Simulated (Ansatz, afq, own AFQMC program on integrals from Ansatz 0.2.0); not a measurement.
**Where AFQMC and coupled cluster stand for LiBr⁺, quartet**

```yaml
atoms:
  - { symbol: Br, position_ang: [0.0000, 0.0000, 0.0000] }
  - { symbol: Li, position_ang: [0.0000, 0.0000, 2.5124] }
```

Basis 6-31G. Noble-gas cores (and the filled d shells of Ga–Kr and In–Xe) are frozen. Ansatz 0.2.0 and our own AFQMC program on the same integrals; the CISD trial comes from CCSD amplitudes, and released means the phaseless constraint is let go. Free AFQMC starts from the CCSD state and is never constrained. Its projection time is finite, and what remains of the start isn't in its error. Uncertainties: one standard error, sampling alone. No spin–orbit coupling.

Determinant: UHF, the one that the program's search chose, which needn't be the lowest solution. The geometry is a PBE0/def2-TZVP stationary point of this or a neighbouring charge and spin state.

Full CI on the same integrals is exact in this basis and with this determinant's frozen core.

Cautions: no relativity below Rb; no spin-orbit coupling; inner d shell frozen; another spin lies lower (by 7.12 eV).

```
T1 diagnostic                               : 0.0107
weight of the determinant in the CISD state : 0.981
⟨S²⟩ of the determinant                     : 3.751
size of the correlated space                : 7 electrons in 23 orbitals
```

Reference: full CI, correlation energy -0.696 eV. The released energy is read at 2.40 1/Eh (meV from the phaseless value at times in 1/Eh: 0.2 ± 0.6 at 0.24, -0.2 ± 0.7 at 0.51, -0.7 ± 0.8 at 0.99, -0.1 ± 0.7 at 1.62, -0.9 ± 1.0 at 2.40).

```tsv
level	E − E(reference) (kJ/mol)	share of correlation (%)
HF	67.2	0.00
MP2	14.6	78.23
CCSD	1.0	98.57
CCSD(T)	0.2	99.72
CCSDT	0.0	100.03
CCSDT(Q)	0.0	100.01
ph-AFQMC/HF	4.4 ± 0.5	93.47
ph-AFQMC/CISD	0.2 ± 0.06	99.68
released AFQMC	0.1 ± 0.09	99.82
free AFQMC	0.0 ± 0.05	99.96
```

CCSDT and higher add their correlation energy to the determinant of the CCSD(T) run, since their own runs factorise the integrals more tightly (a shift of under 2 meV). Free projections are given only where their last times agree within the noise and don't stop above the reference; a slow remainder of the start can still hide under it. A walk keeps the symmetry of its determinant, which the program's search chose and which needn't be the lowest solution, so a lower state of the same spin and another symmetry isn't excluded. Released energies are given only where the last usable release times agree within the noise; a slower fall can still hide under it.
